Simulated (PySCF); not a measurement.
# Orbital energies, ionisation energy and electron affinity

C₄H₅NO.
Structure used (PBE0-D3(BJ)/def2-SVP), in Å, numbered top down from 1:
```
atom  x, y, z in Å
C1    -1.546   -0.136    0.054
C2    -0.355   -0.845   -0.519
O3    -0.430   -1.779   -1.272
C4     1.040   -0.367   -0.078
C5     1.124    1.014    0.363
N6     1.161    2.118    0.710
H7    -1.465   -0.055    1.149
H8    -2.463   -0.667   -0.228
H9    -1.580    0.897   -0.329
H10    1.739   -0.555   -0.906
H11    1.351   -1.025    0.753
```

Level: CAM-B3LYP/def2-SVPD (PySCF). Frontier orbitals with their largest atomic shares (Löwdin; up to four atoms above 4 %):

| orbital | ε (eV) | main atoms |
| --- | --- | --- |
| HOMO−3 | -12.30 | N6 71 %, C5 16 %, O3 6 % |
| HOMO−2 | -11.67 | N6 44 %, C5 36 %, O3 8 %, C4 6 % |
| HOMO−1 | -11.27 | N6 43 %, C5 32 %, C4 9 %, O3 5 % |
| HOMO | -9.55 | ? |
| LUMO | -0.06 | C2 37 %, O3 31 %, C4 8 %, C1 7 % |
| LUMO+1 | 0.86 | C5 18 %, C4 17 %, C2 13 %, C1 13 % |
| LUMO+2 | 1.42 | N6 32 %, C5 28 %, C4 13 %, H10 8 % |

What vertical ionisation energy does ΔSCF give, and how far is −ε(HOMO) from it?

ΔSCF: 10.47 eV (1011 kJ/mol; threshold wavelength 118 nm); ⟨S²⟩ of the doublet left behind is 0.759, against 0.75 for a pure doublet. −ε(HOMO) is 9.55 eV, 0.92 eV below it. In exact Kohn–Sham theory the two would be equal; CAM-B3LYP (range-separated hybrid) falls short of its own ΔSCF value by 9 %.

On which atoms does the HOMO lie?

O3 (ketone oxygen) 58 %, C2 (ketone carbonyl carbon) 12 %, C4 (sp3 carbon next to a carbonyl) 10 %, C1 (methyl carbon next to a carbonyl) 10 %, so more than half of it is on one atom. The HOMO−1 lies 1.72 eV lower.

And the vertical electron affinity, the fundamental gap, Mulliken's electronegativity and the hardness (with the factor ½)?

EA = -0.74 eV by ΔSCF (−ε(LUMO) = 0.06 eV); a negative value means that the added electron isn't bound at this geometry and level, and the number then depends on the basis. IE − EA = 11.21 eV against an orbital gap of 9.49 eV; (IE + EA)/2 = 4.87 eV; (IE − EA)/2 = 5.61 eV. Parr's electrophilicity index (IE + EA)²/[8(IE − EA)] is 1.06 eV.

Shift the occupied levels rigidly so that −ε(HOMO) equals the ΔSCF value. What binding energies result?

The shift is +0.92 eV: HOMO 10.47, HOMO−1 12.19, HOMO−2 12.59, HOMO−3 13.22 eV. A rigid shift is only a rough guide to the deeper ionisations.

With α = 53.9 au, estimate the like-pair dispersion coefficient by London's formula C6 = (3/4)α²I.

I = 0.3849 Eh, so C6 ≈ 839 au, a rough estimate.

What total energies stand behind the ΔSCF value?

E(N) = -285.05689 Eh and E(N − 1) = -284.67198 Eh at the same geometry, 0.38491 Eh apart. With one more electron, E(N + 1) = -285.02981 Eh.

One conformer (not necessarily the lowest) at the PBE0-D3(BJ)/def2-SVP geometry, without solvent, vibrations or thermal averaging.

These values come from a run that also computed excited states and ΔSCF ions. Hardware: Arm Neoverse V1, one thread, shared host. Cost: 57 s wall.
